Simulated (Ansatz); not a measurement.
**C₂H₄Si (SMILES C#C[SiH3]): a rigid scan of the angle H7–Si3–H6**

The task here is to estimate one member of a computed series from the others.

The runs use Ansatz 0.2.0, Gaussian basis; single points in def2-TZVPP.

Levels: PBE-D4, r2SCAN-D4, PBE0-D4, B3LYP-D4, wB97M-V, Hartree-Fock, MP2, CCSD, CCSD(T). The scan takes 91.6, 96.1, 100.6, 105.1, 109.6, 114.1, 118.6, 123.1, 127.6°.

Correlated methods freeze the cores. B3LYP uses VWN-RPA correlation.

19 further runs of the same task are left out: 19 set aside as unsound or not needed.

**Starting geometry**

The minimum, relaxed at PBE0-D4: 7 atoms, charge 0, spin multiplicity 1.

Atoms are counted from 1 here; the program's logs count them from 0.

Bond lengths: C1–C2 1.206 Å, C1–H4 1.066 Å, C2–Si3 1.823 Å, Si3–H5 1.483 Å, Si3–H6 1.483 Å, Si3–H7 1.483 Å. Angles: C2–C1–H4 180.0°, C1–C2–Si3 180.0°, C2–Si3–H5 109.3°, C2–Si3–H6 109.3°, C2–Si3–H7 109.3°, H5–Si3–H6 109.6°, H5–Si3–H7 109.6°, H6–Si3–H7 109.6°.

As a file:

```
C    -0.5807   -1.8714    0.1722
C    -0.2185   -0.7265    0.0624
Si    0.3298    1.0043   -0.1038
H    -0.9010   -2.8835    0.2693
H    -0.0945    1.5283   -1.4250
H    -0.2817    1.8181    0.9749
H     1.8079    1.0629    0.0044
```

Energies of the minimum (eV), from earlier single points: PBE-D4 -10008.80932, r2SCAN-D4 -10013.74078, PBE0-D4 -10009.78387, B3LYP-D4 -10016.85136, wB97M-V -10014.20758, CCSD(T) -9999.01888.

At the minimum the angle H7–Si3–H6 is 109.6°.

The first run:

ccsdt-tzvpp/in.yaml reads:

```yaml
crystal:
  periodic: [false, false, false]
  atoms:
    - {symbol: C, position_ang: [-0.580723, -1.871374, 0.172166]}
    - {symbol: C, position_ang: [-0.218461, -0.726544, 0.062382]}
    - {symbol: Si, position_ang: [0.329785, 1.004324, -0.103832]}
    - {symbol: H, position_ang: [-0.900981, -2.883547, 0.269278]}
    - {symbol: H, position_ang: [-0.094474, 1.528266, -1.424969]}
    - {symbol: H, position_ang: [-0.281725, 1.818084, 0.974947]}
    - {symbol: H, position_ang: [1.697500, 1.334062, 0.365791]}
basis:
  gaussian: {orbitals: def2-TZVPP}
correlation: {method: ccsd_t}
```

The command line of these runs was not kept.

Among the steps run: H7–Si3–H6 = 91.6°; H7–Si3–H6 = 96.1°; H7–Si3–H6 = 100.6°; H7–Si3–H6 = 105.1°; H7–Si3–H6 = 109.6°; H7–Si3–H6 = 114.1°; H7–Si3–H6 = 118.6°; H7–Si3–H6 = 123.1°; H7–Si3–H6 = 127.6°.

One table of the session follows, with a row left open; its other results are not shown here.

Energies less that of the minimum at the same level (kJ/mol):

| angle (°) | PBE-D4 | PBE0-D4 | B3LYP-D4 | wB97M-V | Hartree-Fock |
| --- | --- | --- | --- | --- | --- |
| 91.6 | 19.7 | 21.1 | 21.4 | 21.6 | 25.4 |
| 96.1 | 11.0 | 11.8 | 12.0 | 12.1 | 14.2 |
| 100.6 | 4.8 | 5.2 | 5.3 | 5.4 | 6.3 |
| 105.1 | 1.2 | 1.3 | 1.3 | 1.4 | 1.6 |
| 109.6 | 0.0 | 0.0 | 0.0 | 0.0 | 0.0 |
| 109.6 (minimum) | 0.0 | 0.0 | 0.0 | 0.0 | 0.0 |
| 114.1 | 1.3 | 1.3 | 1.3 | 1.3 | 1.5 |
| 118.6 | ? | ? | ? | ? | ? |
| 123.1 | 10.9 | 11.4 | 11.7 | 11.5 | 13.5 |
| 127.6 | 19.3 | 20.2 | 20.8 | 20.4 | 24.0 |

**Question.** Estimate the row for angle (°) = 118.6.

Worked estimate for «PBE-D4». A straight line through the neighbours (114.1, 1.3) and (123.1, 10.9) gives 1.3 + (10.9 − 1.3) × (118.6 − 114.1) / (123.1 − 114.1) = 6.1; a parabola fitted to 4 rows on both sides gives 4.9.

The run gave: PBE-D4: 4.9; PBE0-D4: 5.1; B3LYP-D4: 5.3; wB97M-V: 5.1; Hartree-Fock: 6.0. In «PBE-D4» the line misses by +1.2 and the parabola by 0.0.

Caveats from the session: A polynomial through the near points puts the CCSD(T) minimum at the PBE0-D4 value.
